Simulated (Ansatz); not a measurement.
Level of theory: frozen-core CCSD(T)/cc-pVTZ // M06-2X/def2-TZVP in Ansatz (a first-principles code).

Ansatz 0.2 input:
```yaml
crystal:
  periodic: [false, false, false]
  atoms:
    - { symbol: Si, position_ang: [-0.002066, -0.000111, 0.342197] }
    - { symbol: H, position_ang: [-0.554836, 1.289769, -0.118008] }
    - { symbol: H, position_ang: [1.395488, -0.164738, -0.105987] }
    - { symbol: H, position_ang: [-0.839232, -1.126502, -0.117717] }
basis:
  gaussian: { orbitals: cc-pVTZ }
correlation:
  method: ccsd_t
magnetization:
  spin_polarized: true
  initial_magnetization: 1
```

Output:

```
Functional definition: HF
429 factors; integrals over basis functions are off by at most 7.5e-4 eV
mean field evaluation 1: about -7907.9923 eV, gradient 7.2e0 eV
mean field evaluation 2: about -7907.9958 eV, gradient 7.2e0 eV
mean field evaluation 4: about -7908.7191 eV, gradient 6.2e-1 eV
mean field evaluation 8: about -7908.7275 eV, gradient 1.8e-3 eV
mean field -7908.72749371 eV, -290.6403746658 hartree, gradient 5.6e-6 eV, S^2 0.754939; 0 other end points of the search recorded, 0 dependent functions left out
5 core orbitals not correlated
reference -7908.72749371 eV, -290.6403746658 hartree; 4, 3 occupied and 67, 68 virtual orbitals, 429 factors
second order -3.17004893 eV of doubles, -0.00000000 eV of singles
cycle   1  -3.67737837 eV  change   -5.1e-1 eV  update   5.4e-2
cycle   2  -3.87350658 eV  change   -2.0e-1 eV  update   2.0e-2
cycle   3  -3.88094311 eV  change   -7.4e-3 eV  update   5.8e-3
cycle   4  -3.88035963 eV  change    5.8e-4 eV  update   1.8e-3
cycle   5  -3.87996642 eV  change    3.9e-4 eV  update   7.4e-4
cycle   6  -3.88004987 eV  change   -8.3e-5 eV  update   2.4e-4
cycle   7  -3.88013324 eV  change   -8.3e-5 eV  update   7.3e-5
cycle   8  -3.88013340 eV  change   -1.6e-7 eV  update   2.1e-5
cycle   9  -3.88012747 eV  change    5.9e-6 eV  update   6.5e-6
perturbative correction -0.09483711 eV, -0.0034851995 hartree
Total energy: -7912.70245829 eV, -290.7864519198 hartree
```

Cost: around 5 core-seconds (rough).
